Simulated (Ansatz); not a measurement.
**AlH₂OS radical (SMILES [OH][Al][SH]): energies and forces away from the minimum**

An exercise on one series of results from a longer session: the logs are not shown, and one member is left open.

Program: Ansatz 0.2.0, Gaussian basis. Level of theory: single points with forces in def2-TZVPP. These are calculated values, not measurements.

Levels: PBE-D4, r2SCAN-D4, PBE0-D4, wB97M-V, Hartree-Fock, MP2, CCSD, CCSD(T). Each coordinate is moved by a Gaussian draw of the width named (0.7 of it for atoms other than hydrogen): 0.04, 0.09, 0.09, 0.04 Å.

Correlated methods freeze the cores. Orbitals are unrestricted.

11 further runs of the same task are left out: 11 set aside as unsound or not needed.

### Starting geometry

The minimum, relaxed at PBE0-D4: SMILES `[OH][Al][SH]`, 5 atoms, charge 0, spin multiplicity 2.

Atoms are counted from 1 here; the program's logs count them from 0.

Bond lengths: O1–Al2 1.698 Å, O1–H4 0.956 Å, Al2–S3 2.200 Å, S3–H5 1.344 Å. Angles: Al2–O1–H4 124.2°, O1–Al2–S3 114.3°, Al2–S3–H5 92.4°.

Coordinates:

```csv
atom,x (Å),y (Å),z (Å)
O1,-0.98249,-1.25979,0.27675
Al2,-0.39203,0.20405,-0.34950
S3,1.63006,0.73420,0.33710
H4,-1.84218,-1.62400,0.07239
H5,1.63654,1.87183,-0.37814
```

Energies of the minimum (eV), from earlier single points: PBE-D4 -19504.69339, r2SCAN-D4 -19512.75947, PBE0-D4 -19506.12247, B3LYP-D4 -19516.39728, wB97M-V -19513.36226, CCSD(T) -19486.86884.

The first run:

Contents of ccsdt-tzvpp/in.yaml:

```yaml
crystal:
  periodic: [false, false, false]
  atoms:
    - {symbol: O, position_ang: [-1.009463, -1.246191, 0.263378]}
    - {symbol: Al, position_ang: [-0.406464, 0.184873, -0.372923]}
    - {symbol: S, position_ang: [1.565889, 0.730830, 0.330155]}
    - {symbol: H, position_ang: [-1.888576, -1.532464, 0.056801]}
    - {symbol: H, position_ang: [1.710443, 1.959077, -0.403240]}
basis:
  gaussian: {orbitals: def2-TZVPP}
magnetization: {spin_polarized: true, initial_magnetization: 1}
correlation: {method: ccsd_t}
scf: {omitted_lower_state_checks: [cluster_reference]}
output: {forces: true}
```

No record of the launch command was kept for these runs.

Among the steps run: Structure 1, width 0.04 Å; Structure 2, width 0.09 Å; Structure 3, width 0.09 Å; Structure 4, width 0.04 Å.

One table of the session follows, with a row left open; its other results are not shown here.

```
   method  RMS force component (eV/Å)  angle to CCSD(T) forces (°)  dipole (D)
   PBE-D4                       1.009                         12.4        2.27
r2SCAN-D4                       0.930                          3.3        2.44
  PBE0-D4                       0.943                          4.0        2.48
  wB97M-V                           ?                            ?           ?
  CCSD(T)                       0.915                    reference        2.47
```

**Question.** Estimate the row for wB97M-V.

As computed: RMS force component (eV/Å): 0.909; angle to CCSD(T) forces (°): 1.4; dipole (D): 2.66. In the column «RMS force component (eV/Å)» it is the lowest.
